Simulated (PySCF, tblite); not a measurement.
# SiH4O: deprotonation, part 2 of 3

tblite 0.8.0 and PySCF 2.14.0. Atoms count from 0.

### Step 12. Optimising the geometry with GFN2-xTB

This step treats SiH₃O−, `O[SiH2-]`.

The job: settings as JSON, then the geometry in Å.

```
{"job": {"kind": "relax", "xc": "GFN2-xTB", "basis": "xTB"}, "charge": -1, "multiplicity": 1}
O      1.159600    -0.504700    -0.359400
Si    -0.417800     0.041700    -0.033100
H      1.902200    -0.075700     0.081800
H     -1.317700    -0.796500    -0.850500
H     -0.579100     1.471000    -0.357800
```

The program printed:

```text
step      E/eV     max force
  0    -202.57041    2.487
  1    -202.68835    1.856
  2    -202.84936    0.617
  3    -202.86888    0.645
  4    -202.89836    0.601
  5    -202.91581    0.275
  6    -202.92080    0.252
  7    -202.92327    0.224
  8    -202.92597    0.138
  9    -202.92672    0.069
 10    -202.92697    0.032
 11    -202.92702    0.031
 12    -202.92715    0.034
 13    -202.92724    0.044
 14    -202.92733    0.044
 15    -202.92740    0.033
 16    -202.92746    0.023
 17    -202.92749    0.018
 18    -202.92751    0.019
 19    -202.92757    0.030
 20    -202.92770    0.051
 21    -202.92798    0.077
 22    -202.92834    0.097
 23    -202.92870    0.044
 24    -202.92888    0.069
 25    -202.92890    0.036
 26    -202.92894    0.019
 27    -202.92897    0.029
 28    -202.92903    0.051
 29    -202.92909    0.048
 30    -202.92919    0.025
 31    -202.92925    0.047
 32    -202.92929    0.021
 33    -202.92932    0.065
 34    -202.92936    0.047
 35    -202.92958    0.125
 36    -202.92969    0.036
 37    -202.92973    0.186
 38    -202.92989    0.089
 39    -202.93019    0.088
 40    -202.92758    0.205
 41    -202.92980    0.067
 42    -202.92959    0.088
 43    -202.85098    2.568
 44    -202.92970    0.040
 45    -202.92976    0.022
 46    -202.93004    0.077
 47    -202.93143    0.066
 48    -202.92965    0.073
 49    -202.91794    0.993
 50    -202.92986    0.016
 51    -202.92993    0.023
 52    -202.93047    0.067
 53    -202.78600    3.015
 54    -202.93068    0.057
 55    -202.93087    0.051
 56    -202.93234    0.752
 57    -202.93287    0.045
 58    -202.93410    0.167
 59    -202.85574    2.555
 60    -202.93451    0.193
 61    -202.93490    0.220
 62    -202.79608    3.083
 63    -202.93553    0.237
 64    -202.93615    0.258
 65    -202.79338    3.088
 66    -202.93666    0.302
 67    -202.93671    0.360
 68    -202.93653    0.341
 69    -202.93791    0.498
 70    -202.93925    0.574
 71    -202.94204    1.251
 72    -202.95220    0.680
 73    -202.96521    0.559
 74    -202.92748    2.460
 75    -202.98518    0.392
 76    -202.99835    0.528
 77    -202.97133    2.262
 78    -203.01848    0.599
 79    -203.02968    0.677
 80    -203.02541    1.778
 81    -203.05642    0.537
 82    -203.06534    0.429
 83    -203.07959    0.356
 84    -203.08215    0.049
 85    -203.08297    0.032
 86    -203.08326    0.020
 87    -203.08331    0.018
 88    -203.08333    0.014
 89    -203.08334    0.011
 90    -203.08335    0.008
```

Run time: 0.27 s. Hardware: 1 thread of Intel Xeon Platinum 8259CL at 2.50GHz, shared host.

Step by step: (not every step is listed) (the energy doesn't fall at every step)

```csv
step,energy from step 0 (eV),largest force (eV/Å)
0,0.0000,2.4866
1,-0.1179,1.8558
2,-0.2789,0.6169
3,-0.2985,0.6447
4,-0.3279,0.6012
5,-0.3454,0.2750
6,-0.3504,0.2522
7,-0.3529,0.2242
8,-0.3556,0.1384
15,-0.3570,0.0327
22,-0.3579,0.0971
29,-0.3587,0.0481
36,-0.3593,0.0364
43,-0.2806,2.5677
50,-0.3594,0.0162
57,-0.3625,0.0450
64,-0.3657,0.2576
71,-0.3716,1.2509
78,-0.4481,0.5991
85,-0.5126,0.0321
86,-0.5128,0.0203
87,-0.5129,0.0181
88,-0.5129,0.0141
89,-0.5129,0.0108
90,-0.5129,0.0082
```

Close pairs (by a distance rule), those that changed most:

```
  bond  before (Å)  after (Å)  change (Å)
Si1–H4       1.475      1.547      +0.072
Si1–H3       1.477      1.548      +0.071
O0–Si1       1.701      1.704      +0.003
 O0–H2       0.964      0.962      -0.003
```

The next job starts from the end point, and lists it.

### Step 13. Vibrational analysis with GFN2-xTB

The job: settings as JSON, then the geometry in Å.

```
{"job": {"kind": "ir", "xc": "GFN2-xTB", "basis": "xTB"}, "charge": -1, "multiplicity": 1}
O      1.057077    -0.552092     0.241839
Si    -0.589230    -0.138191     0.091366
H      1.640824    -0.159228    -0.413875
H     -0.846948    -0.416720    -1.409144
H     -0.514478     1.401926    -0.029113
```

The program printed:

```text
mode    cm-1     km/mol
  1     404.9     70.19
  2     634.7    232.55
  3     672.5     98.90
  4     724.0    186.35
  5     919.8    542.06
  6     931.7     63.06
  7    1323.2   2108.46
  8    1451.6    589.10
  9    3467.3    248.14
ZPE 62.981  H(298)-E 74.966  G(298)-E -0.022 kJ/mol  S 251.51 J/(mol K)
```

Wall time 0.09 s (1 thread of Intel Xeon Platinum 8259CL at 2.50GHz, shared host).

The strongest bands and the atoms that carry them (share of the mass-weighted mode):

```csv
cm⁻¹,km/mol,atoms
405,70.2,H2 78 %
635,232.6,"O0 61 %, Si1 37 %"
672,98.9,"H3 45 %, H4 44 %"
724,186.3,"H4 38 %, H3 38 %, H2 18 %"
920,542.1,"H3 41 %, H4 41 %, H2 11 %"
1323,2108.5,"H3 51 %, H4 45 %"
1452,589.1,"H4 52 %, H3 46 %"
3467,248.1,H2 94 %
```

### Step 14. Relaxing the molecule at PBE0-D3(BJ)/ma-def2-SVP

This step treats SiH3O−, `O[SiH2-]`.

The job: settings as JSON, then the geometry in Å.

```
{"job": {"xc": "PBE0", "basis": "ma-def2-SVP", "d3": "d3bj", "grid": 1, "kind": "geom"}, "charge": -1, "multiplicity": 1}
O      1.057077    -0.552092     0.241839
Si    -0.589230    -0.138191     0.091366
H      1.640824    -0.159228    -0.413875
H     -0.846948    -0.416720    -1.409144
H     -0.514478     1.401926    -0.029113
```

The program printed:

```text
step   0  E = -366.18528601  max force = 0.033455
step   1  E = -366.18817717  max force = 0.012067
step   2  E = -366.18851088  max force = 0.002178
step   3  E = -366.18853285  max force = 0.000784
step   4  E = -366.18853503  max force = 0.000214
optimisation converged
```

Run time: 3.5 s. Hardware: 1 thread of Intel Xeon Platinum 8259CL at 2.50GHz, shared host.

Step by step:

| step | energy from step 0 (eV) | largest force component (eV/Å) |
| --- | --- | --- |
| 0 | 0.0000 | 1.7203 |
| 1 | -0.0787 | 0.6205 |
| 2 | -0.0878 | 0.1120 |
| 3 | -0.0884 | 0.0403 |
| 4 | -0.0884 | 0.0110 |

Distances of close pairs at the start and the end, largest changes first:

```
  bond  before (Å)  after (Å)  change (Å)
O0–Si1       1.704      1.787      +0.082
Si1–H4       1.547      1.569      +0.023
Si1–H3       1.548      1.569      +0.021
 O0–H2       0.962      0.959      -0.003
```

The next job starts from the end point, and lists it.

```csv
at the end point,value
point group (found at 0.08 Å tolerance),Cs
"rotational constants (GHz, main isotopes)","92.741, 13.005, 12.902"
```

### Step 15. Harmonic vibrations (SiH₃O−, O[SiH2-], multiplicity 1): PBE0-D3(BJ)/ma-def2-SVP

The job: settings as JSON, then the geometry in Å.

```
{"job": {"xc": "PBE0", "basis": "ma-def2-SVP", "d3": "d3bj", "grid": 2, "kind": "hessian"}, "charge": -1, "multiplicity": 1}
O      1.100382    -0.572384     0.255144
Si    -0.632924    -0.157964     0.128994
H      1.603348    -0.137794    -0.436431
H     -0.825291    -0.383373    -1.411885
H     -0.498546     1.394288    -0.057806
```

The program printed:

```text
coarse grid: 4576 points
cycle   1  E = -366.0249191729  dE = -1.067e-01  |g| = 7.027e-01  |ddm| = 1.930e+00
cycle   2  E = -365.7856993018  dE =  2.392e-01  |g| = 1.300e+00  |ddm| = 1.711e+00
cycle   3  E = -366.1362765783  dE = -3.506e-01  |g| = 6.389e-02  |ddm| = 1.046e+00
cycle   4  E = -366.1373787764  dE = -1.102e-03  |g| = 2.388e-02  |ddm| = 1.531e-01
cycle   5  E = -366.1375873165  dE = -2.085e-04  |g| = 4.181e-03  |ddm| = 5.318e-02
cycle   6  E = -366.1375934750  dE = -6.159e-06  |g| = 4.263e-04  |ddm| = 9.066e-03
final grid: 39256 points
cycle   7  E = -366.1885147953  dE = -5.058e-06  |g| = 4.923e-03  |ddm| = 1.453e-02
cycle   8  E = -366.1885065925  dE =  8.203e-06  |g| = 8.201e-03  |ddm| = 8.415e-03
cycle   9  E = -366.1885193847  dE = -1.279e-05  |g| = 2.703e-04  |ddm| = 5.346e-03
cycle  10  E = -366.1885194100  dE = -2.522e-08  |g| = 4.483e-05  |ddm| = 7.079e-04
cycle  11  E = -366.1885194107  dE = -6.954e-10  |g| = 1.139e-05  |ddm| = 1.119e-04
cycle  12  E = -366.1885194107  dE = -5.917e-11  |g| = 1.780e-06  |ddm| = 3.580e-05
converged SCF energy = -366.1885194107

mode    cm-1
  1     310.8
  2     654.5
  3     718.2
  4     755.7
  5     912.0
  6     954.1
  7    1809.7
  8    1824.2
  9    3931.2
ZPE 71.000  H(298)-E 83.109  G(298)-E 7.553 kJ/mol  S 253.41 J/(mol K)
```

It took 14 s on 1 thread of Intel Xeon Platinum 8259CL at 2.50GHz, shared host; peak memory 0.75 GiB.

Zero-point energy 71.00 kJ/mol (xTB gave 62.98).

### Step 16. Single point (SiH₃O−, O[SiH2-], multiplicity 1): M06-2X/ma-def2-TZVP

Geometry: PBE0-D3(BJ)/ma-def2-SVP.

The job: settings as JSON, then the geometry in Å.

```
{"job": {"kind": "sp", "xc": "M06-2X", "basis": "ma-def2-TZVP", "grid": 3}, "charge": -1, "multiplicity": 1}
O      1.100382    -0.572384     0.255144
Si    -0.632924    -0.157964     0.128994
H      1.603348    -0.137794    -0.436431
H     -0.825291    -0.383373    -1.411885
H     -0.498546     1.394288    -0.057806
```

The program printed:

```text
coarse grid: 19008 points
cycle   1  E = -366.4302118877  dE = -1.553e-01  |g| = 6.700e-01  |ddm| = 1.497e+00
cycle   2  E = -366.3554673598  dE =  7.474e-02  |g| = 9.703e-01  |ddm| = 1.123e+00
cycle   3  E = -366.5281089210  dE = -1.726e-01  |g| = 4.737e-02  |ddm| = 5.443e-01
cycle   4  E = -366.5286738316  dE = -5.649e-04  |g| = 1.564e-02  |ddm| = 9.262e-02
cycle   5  E = -366.5287585737  dE = -8.474e-05  |g| = 4.389e-03  |ddm| = 3.125e-02
cycle   6  E = -366.5287647676  dE = -6.194e-06  |g| = 6.917e-04  |ddm| = 1.010e-02
final grid: 62688 points
cycle   7  E = -366.5287612962  dE = -3.028e-06  |g| = 9.256e-04  |ddm| = 6.449e-03
cycle   8  E = -366.5287614000  dE = -1.038e-07  |g| = 9.176e-04  |ddm| = 1.727e-03
cycle   9  E = -366.5287615421  dE = -1.422e-07  |g| = 1.992e-04  |ddm| = 5.671e-04
cycle  10  E = -366.5287615566  dE = -1.446e-08  |g| = 4.078e-05  |ddm| = 4.138e-04
cycle  11  E = -366.5287615585  dE = -1.893e-09  |g| = 7.991e-06  |ddm| = 2.426e-04
converged SCF energy = -366.5287615585
```

Run time: 3 s. Hardware: 1 thread of Intel Xeon Platinum 8259CL at 2.50GHz, shared host.

### Step 17. Single point (SiH3O radical): M06-2X/ma-def2-TZVP

Geometry: PBE0-D3(BJ)/ma-def2-SVP, that of another charge or spin state.

The job: settings as JSON, then the geometry in Å.

```
{"job": {"kind": "sp", "xc": "M06-2X", "basis": "ma-def2-TZVP", "grid": 3}, "charge": 0, "multiplicity": 2}
O      1.100382    -0.572384     0.255144
Si    -0.632924    -0.157964     0.128994
H      1.603348    -0.137794    -0.436431
H     -0.825291    -0.383373    -1.411885
H     -0.498546     1.394288    -0.057806
```

The program printed:

```text
final grid: 62688 points
cycle   1  E = -366.4542191167  dE = -2.921e-02  |g| = 1.077e-01  |ddm| = 4.789e-01
cycle   2  E = -366.4591496123  dE = -4.930e-03  |g| = 6.358e-02  |ddm| = 2.431e-01
cycle   3  E = -366.4610105133  dE = -1.861e-03  |g| = 4.705e-03  |ddm| = 6.795e-02
cycle   4  E = -366.4610376029  dE = -2.709e-05  |g| = 3.145e-03  |ddm| = 9.535e-03
cycle   5  E = -366.4610437884  dE = -6.186e-06  |g| = 1.725e-03  |ddm| = 4.404e-03
cycle   6  E = -366.4610457818  dE = -1.993e-06  |g| = 3.057e-04  |ddm| = 2.459e-03
cycle   7  E = -366.4610459929  dE = -2.111e-07  |g| = 1.222e-04  |ddm| = 7.312e-04
cycle   8  E = -366.4610460270  dE = -3.407e-08  |g| = 3.313e-05  |ddm| = 3.224e-04
cycle   9  E = -366.4610460296  dE = -2.606e-09  |g| = 8.188e-06  |ddm| = 1.051e-04
converged SCF energy = -366.4610460296
```

It took 5.9 s on 1 thread of Intel Xeon Platinum 8259CL at 2.50GHz, shared host.

### Step 18. Deprotonation: M06-2X/ma-def2-TZVP

This step combines the energies above: geometries from PBE0-D3(BJ)/ma-def2-SVP, zero-point and thermal terms from PBE0-D3(BJ)/ma-def2-SVP.

The job: settings as JSON, then the geometry in Å.

```
{"job": {"kind": "ac", "geom": {"xc": "PBE0", "basis": "ma-def2-SVP", "d3": "d3bj", "grid": 1}, "hess": 1, "level": {"xc": "M06-2X", "basis": "ma-def2-TZVP", "grid": 3}}, "charge": 0, "multiplicity": 1}
O      1.143360    -0.498608    -0.354072
Si    -0.407024     0.032996    -0.010082
H      1.884766    -0.068125     0.078653
H     -0.721906    -0.127323     1.442885
H     -1.315228    -0.811092    -0.829883
H     -0.575872     1.474820    -0.369174
```

Output (the driver's rows laid out field by field):

```text
deprotonation site by site, M06-2X/ma-def2-TZVP // PBE0-D3(BJ)/ma-def2-SVP

row 1
  formula                 H3OSi
  charge                  -1
  multiplicity            1
  smiles                  [O-][SiH3]
  kept                    yes
  pieces                  1
  point_group             C3v
  atom                    0
  element                 O
  electronic              1524.38
  enthalpy                1495.79
  free_energy             1469.76
  share_gas               1.0

row 2
  formula                 H3OSi
  charge                  -1
  multiplicity            1
  smiles                  O[SiH2-]
  kept                    yes
  pieces                  1
  point_group             Cs
  atom                    1
  element                 Si
  electronic              1605.87
  enthalpy                1581.92
  free_energy             1550.9
  vertical_detachment_ev  1.843
  share_gas               6.094e-15
```

Run time: 77 s. Hardware: 1 thread of Intel Xeon Platinum 8259CL at 2.50GHz, shared host.

Energy needed to remove a proton (kJ/mol, gas phase, 298 K for the thermal columns):

```csv
site,product,electronic,enthalpy,free energy
O0,[O-][SiH3],1524.4,1495.8,1469.8
Si1,O[SiH2-],1605.9,1581.9,1550.9
```

### Step 19. Single point (SiH4O): wavefunction

Geometry: PBE0-D3(BJ)/ma-def2-SVP.

The job: settings as JSON, then the geometry in Å.

```
{"job": {"kind": "sp", "xc": "CCSD(T)", "basis": "ma-def2-TZVP", "grid": 2}, "charge": 0, "multiplicity": 1}
O      1.143360    -0.498608    -0.354072
Si    -0.407024     0.032996    -0.010082
H      1.884766    -0.068125     0.078653
H     -0.721906    -0.127323     1.442885
H     -1.315228    -0.811092    -0.829883
H     -0.575872     1.474820    -0.369174
```

Method: wavefunction single point, frozen core, gas phase.

The program printed:

```text
final grid: 44624 points
cycle   1  E = -366.1489327412  dE = -2.061e-01  |g| = 5.089e-01  |ddm| = 1.578e+00
cycle   2  E = -366.1897667416  dE = -4.083e-02  |g| = 3.176e-01  |ddm| = 3.994e-01
cycle   3  E = -366.2068126351  dE = -1.705e-02  |g| = 4.208e-02  |ddm| = 1.442e-01
cycle   4  E = -366.2074283477  dE = -6.157e-04  |g| = 7.712e-03  |ddm| = 4.338e-02
cycle   5  E = -366.2074555269  dE = -2.718e-05  |g| = 1.405e-03  |ddm| = 1.010e-02
cycle   6  E = -366.2074567270  dE = -1.200e-06  |g| = 3.794e-04  |ddm| = 2.366e-03
cycle   7  E = -366.2074568213  dE = -9.429e-08  |g| = 9.766e-05  |ddm| = 7.527e-04
cycle   8  E = -366.2074568278  dE = -6.513e-09  |g| = 2.184e-05  |ddm| = 1.866e-04
converged SCF energy = -366.2074568278
E(HF, exact integrals) = -366.2074962784
E(MP2) = -366.5717126590
E(CCSD) = -366.5976542092
E(CCSD(T)) = -366.6093112864
T1 diagnostic = 0.0111
```

It took 16 s on 1 thread of Intel Xeon Platinum 8259CL at 2.50GHz, shared host; peak memory 0.75 GiB.

### Step 20. Single point (SiH₃O−, [O-][SiH3], multiplicity 1): wavefunction

Geometry: PBE0-D3(BJ)/ma-def2-SVP.

The job: settings as JSON, then the geometry in Å.

```
{"job": {"kind": "sp", "xc": "CCSD(T)", "basis": "ma-def2-TZVP", "grid": 2}, "charge": -1, "multiplicity": 1}
O      1.205087    -0.492880    -0.367625
Si    -0.275555    -0.015862    -0.051808
H     -0.750280    -0.124109     1.407895
H     -1.417077    -0.742715    -0.783597
H     -0.619539     1.451680    -0.360801
```

With the program's defaults for keys left out, this is: wavefunction single point, frozen core, gas phase.

The program printed:

```text
final grid: 39256 points
cycle   1  E = -365.4661404152  dE = -2.894e-01  |g| = 8.032e-01  |ddm| = 1.527e+00
cycle   2  E = -365.4969101915  dE = -3.077e-02  |g| = 7.855e-01  |ddm| = 9.827e-01
cycle   3  E = -365.6134650850  dE = -1.166e-01  |g| = 4.107e-02  |ddm| = 4.896e-01
cycle   4  E = -365.6143845032  dE = -9.194e-04  |g| = 6.893e-03  |ddm| = 8.108e-02
cycle   5  E = -365.6144161590  dE = -3.166e-05  |g| = 1.927e-03  |ddm| = 1.586e-02
cycle   6  E = -365.6144186942  dE = -2.535e-06  |g| = 5.434e-04  |ddm| = 3.642e-03
cycle   7  E = -365.6144189311  dE = -2.369e-07  |g| = 1.698e-04  |ddm| = 1.168e-03
cycle   8  E = -365.6144189483  dE = -1.724e-08  |g| = 3.188e-05  |ddm| = 3.584e-04
cycle   9  E = -365.6144189490  dE = -6.926e-10  |g| = 5.407e-06  |ddm| = 6.962e-05
converged SCF energy = -365.6144189490
E(HF, exact integrals) = -365.6144558309
E(MP2) = -365.9980730036
E(CCSD) = -366.0154722050
E(CCSD(T)) = -366.0306040747
T1 diagnostic = 0.0162
```

Wall time 13 s (1 thread of Intel Xeon Platinum 8259CL at 2.50GHz, shared host); peak memory 0.66 GiB.

### Step 21. Single point (SiH₃O−, O[SiH2-], multiplicity 1): wavefunction

Geometry: PBE0-D3(BJ)/ma-def2-SVP.

The job: settings as JSON, then the geometry in Å.

```
{"job": {"kind": "sp", "xc": "CCSD(T)", "basis": "ma-def2-TZVP", "grid": 2}, "charge": -1, "multiplicity": 1}
O      1.100382    -0.572384     0.255144
Si    -0.632924    -0.157964     0.128994
H      1.603348    -0.137794    -0.436431
H     -0.825291    -0.383373    -1.411885
H     -0.498546     1.394288    -0.057806
```

With the program's defaults for keys left out, this is: wavefunction single point, frozen core, gas phase.

The program printed:

```text
final grid: 39256 points
cycle   1  E = -365.5077373787  dE = -3.074e-01  |g| = 5.547e-01  |ddm| = 1.546e+00
cycle   2  E = -365.5509920439  dE = -4.325e-02  |g| = 4.087e-01  |ddm| = 6.867e-01
cycle   3  E = -365.5800529160  dE = -2.906e-02  |g| = 3.865e-02  |ddm| = 2.094e-01
cycle   4  E = -365.5809272425  dE = -8.743e-04  |g| = 9.705e-03  |ddm| = 1.123e-01
cycle   5  E = -365.5810312374  dE = -1.040e-04  |g| = 3.485e-03  |ddm| = 4.300e-02
cycle   6  E = -365.5810479076  dE = -1.667e-05  |g| = 1.192e-03  |ddm| = 1.954e-02
cycle   7  E = -365.5810508901  dE = -2.982e-06  |g| = 3.279e-04  |ddm| = 1.028e-02
cycle   8  E = -365.5810511080  dE = -2.180e-07  |g| = 7.716e-05  |ddm| = 2.803e-03
cycle   9  E = -365.5810511209  dE = -1.293e-08  |g| = 1.795e-05  |ddm| = 6.372e-04
cycle  10  E = -365.5810511216  dE = -6.762e-10  |g| = 5.846e-06  |ddm| = 1.463e-04
converged SCF energy = -365.5810511216
E(HF, exact integrals) = -365.5810764804
E(MP2) = -365.9569549071
E(CCSD) = -365.9813941512
E(CCSD(T)) = -365.9954103999
T1 diagnostic = 0.0140
```

Wall time 13 s (1 thread of Intel Xeon Platinum 8259CL at 2.50GHz, shared host); peak memory 0.59 GiB.

### Step 22. Deprotonation: CCSD(T)/ma-def2-TZVP

This step combines the energies above: geometries from PBE0-D3(BJ)/ma-def2-SVP, zero-point and thermal terms from PBE0-D3(BJ)/ma-def2-SVP.

The job: settings as JSON, then the geometry in Å.

```
{"job": {"kind": "ac", "geom": {"xc": "PBE0", "basis": "ma-def2-SVP", "d3": "d3bj", "grid": 1}, "hess": 1, "level": {"xc": "CCSD(T)", "basis": "ma-def2-TZVP"}}, "charge": 0, "multiplicity": 1}
O      1.143360    -0.498608    -0.354072
Si    -0.407024     0.032996    -0.010082
H      1.884766    -0.068125     0.078653
H     -0.721906    -0.127323     1.442885
H     -1.315228    -0.811092    -0.829883
H     -0.575872     1.474820    -0.369174
```

Output (the driver's rows laid out field by field):

```text
deprotonation site by site, CCSD(T)/ma-def2-TZVP // PBE0-D3(BJ)/ma-def2-SVP

row 1
  formula                 H3OSi
  charge                  -1
  multiplicity            1
  smiles                  [O-][SiH3]
  kept                    yes
  pieces                  1
  point_group             C3v
  atom                    0
  element                 O
  electronic              1519.4
  enthalpy                1490.8
  free_energy             1464.77
  share_gas               1.0

row 2
  formula                 H3OSi
  charge                  -1
  multiplicity            1
  smiles                  O[SiH2-]
  kept                    yes
  pieces                  1
  point_group             Cs
  atom                    1
  element                 Si
  electronic              1611.8
  enthalpy                1587.84
  free_energy             1556.82
  share_gas               7.474e-17
```

It took 42 s on 1 thread of Intel Xeon Platinum 8259CL at 2.50GHz, shared host; peak memory 0.59 GiB.

Energy needed to remove a proton (kJ/mol, gas phase, 298 K for the thermal columns):

| site | product | electronic | enthalpy | free energy |
| --- | --- | --- | --- | --- |
| O0 | [O-][SiH3] | 1519.4 | 1490.8 | 1464.8 |
| Si1 | O[SiH2-] | 1611.8 | 1587.8 | 1556.8 |

### Step 23. Single point (SiH4O): wavefunction

Geometry: PBE0-D3(BJ)/ma-def2-SVP.

The job: settings as JSON, then the geometry in Å.

```
{"job": {"kind": "sp", "xc": "MP2", "basis": "ma-def2-TZVP", "grid": 2}, "charge": 0, "multiplicity": 1}
O      1.143360    -0.498608    -0.354072
Si    -0.407024     0.032996    -0.010082
H      1.884766    -0.068125     0.078653
H     -0.721906    -0.127323     1.442885
H     -1.315228    -0.811092    -0.829883
H     -0.575872     1.474820    -0.369174
```

With the program's defaults for keys left out, this is: wavefunction single point, frozen core, gas phase.

The program printed:

```text
final grid: 44624 points
cycle   1  E = -366.1489327412  dE = -2.061e-01  |g| = 5.089e-01  |ddm| = 1.578e+00
cycle   2  E = -366.1897667416  dE = -4.083e-02  |g| = 3.176e-01  |ddm| = 3.994e-01
cycle   3  E = -366.2068126351  dE = -1.705e-02  |g| = 4.208e-02  |ddm| = 1.442e-01
cycle   4  E = -366.2074283477  dE = -6.157e-04  |g| = 7.712e-03  |ddm| = 4.338e-02
cycle   5  E = -366.2074555269  dE = -2.718e-05  |g| = 1.405e-03  |ddm| = 1.010e-02
cycle   6  E = -366.2074567270  dE = -1.200e-06  |g| = 3.794e-04  |ddm| = 2.366e-03
cycle   7  E = -366.2074568213  dE = -9.429e-08  |g| = 9.766e-05  |ddm| = 7.527e-04
cycle   8  E = -366.2074568278  dE = -6.513e-09  |g| = 2.184e-05  |ddm| = 1.866e-04
converged SCF energy = -366.2074568278
E(HF, exact integrals) = -366.2074962784
E(MP2) = -366.5717124611
```

Wall time 1.8 s (1 thread of Intel Xeon Platinum 8259CL at 2.50GHz, shared host).

(Part 2 of 3 ends here.)
